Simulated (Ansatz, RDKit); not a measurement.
Pair of molecules: CH5N (SMILES CN) (first 7 atoms) with CH5N (SMILES CN); geometry from S66by8 set.
(charge 0, multiplicity 1):
```csv
atom,x (Å),y (Å),z (Å)
N,-1.3371,0.2016,-0.6226
H,-0.5085,-0.3832,-0.6730
H,-1.9990,-0.1881,-1.2808
C,-1.8971,0.1221,0.7248
H,-2.7912,0.7399,0.7860
H,-2.1612,-0.8852,1.0623
H,-1.1788,0.5294,1.4339
N,1.5082,-0.6951,-0.4878
H,1.8044,-0.4206,-1.4158
H,2.1317,-1.4428,-0.2126
C,1.6684,0.4401,0.4259
H,1.3982,0.1254,1.4315
H,2.6758,0.8619,0.4629
H,0.9758,1.2259,0.1332
```

Monomers are frozen at their geometry in the pair; levels with a basis set take the counterpoise correction. RDKit's UFF carries no charges.

Cores are frozen in the correlated methods.

Codes used: Ansatz (a quantum-chemistry and plane-wave program); RDKit for the force fields. Values without a source in brackets are computed.

**Question.** Predict the interaction energy from UFF.

**Answer.** 55 kJ/mol
